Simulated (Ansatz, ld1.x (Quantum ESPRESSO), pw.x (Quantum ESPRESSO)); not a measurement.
**osmium (bcc): variants of one PAW potential in the solid**

```
Element                 : osmium (Os)
Generator               : ld1.x (Quantum ESPRESSO) 7.5
Type                    : PAW
Functional              : PBEsol
Relativity              : scalar-relativistic
Frozen core             : [Xe] 4f14
Valence charge          : 8
Reference configuration : 5d6 6s2 6p0
Partial waves           : 6s (bound): rcut 2.00, rcutus 2.25 bohr; 6s channel at 2.8 Ry: rcut 2.00, rcutus 2.25 bohr; 6p (bound, empty): rcut 2.00, rcutus 2.75 bohr; 6p channel at 0.4 Ry: rcut 2.00, rcutus 2.75 bohr; 5d (bound): rcut 1.60, rcutus 1.80 bohr; 5d channel at 2.65 Ry: rcut 1.60, rcutus 1.80 bohr
Local potential         : all-electron potential smoothed inside 2.70 bohr (lloc = -1)
Core correction         : a·sin(br)/r model core inside 1.60 bohr
Augmentation charge     : PSQ, inside the norm-conserving radii
```

Crystal test: bcc Os in pw.x 7.5, no spin, 15³ k-points, Fermi–Dirac smearing 0.01 Ry, cutoffs set for each file from its atomic test. The reference is all-electron LAPW (Ansatz 0.2.0) with the same functional, mesh and smearing; V0 and B0 come from Birch–Murnaghan fits to the pressures at five volumes. Errors are pseudo minus all-electron; Δ is the rms difference of the E(V) curves that follow from these fits, minima aligned, over ±6 % about the mean V0. Mesh and smearing are coarse, so the numbers serve the comparison and aren't converged zero-temperature values; the lattice is a test structure that the element need not adopt.

All-electron: a0 = 3.063 Å (V0 = 14.37 Å³/atom), B0 = 379.8 GPa.

Base: The largest radius (2.75 bohr) exceeds half the bond length (2.51 bohr), so the spheres overlap, which is one possible source of error among others. This is a poor potential for the solid.

2 further variants are left out: they gave no file fit for a test, a broken result, the same result as the base, or pressures whose basis-set error rivals the error shown.

```csv
change,cutoffs (Ry),pw.x,a0 (Å),a0 error (%),B0 error (%),Δ (meV/atom),mean pressure error (GPa)
base,60/480,converged,3.082,+0.62,+0.6,22.8,+7.63
"waves 6s (bound): rcut 2.00, rcutus 2.52 bohr; 6s channel at 2.8 Ry: rcut 2.00, rcutus 2.52 bohr",60/480,converged,3.082,+0.62,+0.5,22.8,+7.65
"waves 6s (bound): rcut 2.00, rcutus 2.94 bohr; 6s channel at 2.8 Ry: rcut 2.00, rcutus 2.94 bohr",60/480,converged,3.082,+0.64,+0.9,23.4,+7.86
```

(1) Give the row for: waves 6s (bound): rcut 2.00, rcutus 3.16 bohr; 6s channel at 2.8 Ry: rcut 2.00, rcutus 3.16 bohr.

Results:

(1) pw.x: converged; mean pressure error (GPa): +8.48; a0 (Å): 3.084; a0 error (%): +0.68; B0 error (%): +1.5; Δ (meV/atom): 25.1.
